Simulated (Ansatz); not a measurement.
Base system: Pd in the fcc (Cu type) structure (space group Fm-3m, No. 225).

```xyz
1
Lattice="0.0000 1.9198 1.9198 1.9198 0.0000 1.9198 1.9198 1.9198 0.0000" Properties=species:S:1:pos:R:3 pbc="T T T"
Pd     0.0000     0.0000     0.0000
```

The values are results of plane-wave PAW DFT at the LDA level (Ansatz, an electronic-structure program, 420 eV), without spin-orbit coupling, not measurements.

```
level  lattice parameter a
-----  -------------------
LDA                3.840 Å
```

Measured: lattice parameter a 3.876 Å (static lattice; corrected from measurement; as listed in Daniel Mejia-Rodriguez, S. B. Trickey, Phys. Rev. B (2018)).

Computed minus measured — lattice parameter a: LDA -0.9 %.

Whether these cells are dynamically stable was not tested. The final runs are not spin-polarised.
